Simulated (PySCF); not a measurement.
## HC(OH) + Cl₂ → CCl₂ + H₂O

Level: PBE0 in the def2-TZVP basis family, all electrons, no relativity, computed in PySCF with density fitting; open shells unrestricted.

| species | state and structure | E (Eh) | ZPE (kJ/mol) | H(298 K) − H(0) (kJ/mol) | S° (J/(mol K)) |
| --- | --- | --- | --- | --- | --- |
| HC(OH) | singlet, Cs, C–H 1.122 Å, C–O 1.299 Å, O–H 0.975 Å; C–O–H 115.9°, H–C–O 107.3° | -114.32533 | 68.5 | 10.1 | 225.2 |
| Cl₂ | singlet, D∞h, Cl–Cl 1.982 Å | -920.08940 | 3.5 | 9.1 | 222.5 |
| CCl₂ | singlet, C2v, C–Cl 1.708 Å (×2); Cl–C–Cl 109.5° | -958.08756 | 11.2 | 11.4 | 264.3 |
| H₂O | singlet, C2v, O–H 0.960 Å (×2); H–O–H 105.1° | -76.37736 | 56.5 | 9.9 | 188.7 |

Problem. What is the electronic reaction energy?

Solution. At PBE0/def2-TZVP, ΔE = -131.8 kJ/mol from the differences of the total energies times 2625.5, downhill. 

Problem. Add zero-point, thermal and entropy terms for 298.15 K and 1 bar.

Solution. ΔZPE = -4.3 and Δ[H(298) − H(0)] = 2.1 kJ/mol give ΔH° = -134.0 kJ/mol. ΔS° = 5.3 J/(mol K), so ΔG° = -134.0 − 298.15 × (0.0053) = -136 kJ/mol and log₁₀K = 23.8.

Each species is the lowest minimum found with this bonding; other isomers or fragments can lie lower.
